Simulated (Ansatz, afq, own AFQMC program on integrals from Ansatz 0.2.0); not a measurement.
AFQMC on a folder of integrals that Ansatz 0.2.0 wrote.

```yaml
crystal:
  periodic: [false, false, false]
  atoms:
    - {symbol: Ga, position_ang: [0.000000, 0.000000, 0.000000]}
basis:
  gaussian: {orbitals: aug-cc-pVDZ}
magnetization: {spin_polarized: true, initial_magnetization: 1}
correlation: {method: ccsd_t, electrons: outside_noble_gas, hamiltonian_folder: ham}
```

```sh
$ ansatz run in.yaml --threads 1 --pin off --events-out ev --progress --plain --max-ram 24576MiB --backend cuda --devices 0, --max-vram 18GiB
```

Options of the walk:

```
--method free --trial cisd --walkers 4000 --time-step 0.03 --max-blocks 4000 --target-error 0.00022 --factor-cut 1e-05 --seed 8171 --times 0,0.3,0.6,1.2,1.8,2.4,3.6,4.8,6 --taylor-order 8
```

Times are imaginary, in 1/Eh. The walk had a cap of 61 s. Filled inner d shells are frozen with the cores.

```
orbitals 22  electrons 2 1  factors 124 of 244
reference energy -1923.19295580 Eh
CCSD correlation -0.04412326 Eh in 8 cycles, weight of the determinant in the CISD state 0.9424
repeat  energy at the last time / Eh  error
    10  -1923.237916  0.000024
    20  -1923.237926  0.000013
    30  -1923.237924  0.000010
time / (1/Eh)  energy / Eh  error  mean overlap
  0.00  -1923.237080  0.000000  1.0610
  0.30  -1923.237366  0.000002  1.0601
  0.60  -1923.237548  0.000002  1.0608
  1.20  -1923.237752  0.000004  1.0608
  1.80  -1923.237845  0.000004  1.0597
  2.40  -1923.237886  0.000004  1.0603
  3.60  -1923.237920  0.000004  1.0608
  4.80  -1923.237928  0.000005  1.0608
  6.00  -1923.237923  0.000009  1.0633
energy -1923.237923 +/- 0.000009 Eh
```

(1) Estimate how long the walk took on 1 × NVIDIA H100 80GB HBM3 with 2 threads of AMD EPYC 7R13 Processor (Zen 3), with other jobs on the host (the card was shared).

The run passed its tests (error under three times the target), which doesn't prove that it has relaxed.

Against this walk (error 0.3 meV) on the same determinant: CCSD(T) 7.1 meV higher, full CI 0.3 meV lower (within the noise). The error is statistical, and a free projection of finite length keeps a remainder of its start.

Cautions: remainder of the start not in the error; no relativity below Rb; no spin-orbit coupling; inner d shell frozen.

Answers

(1) 12 s of wall time.

A walk keeps the symmetry of its determinant, which the program's search chose and which needn't be the lowest solution, so a lower state of the same spin and another symmetry isn't excluded.
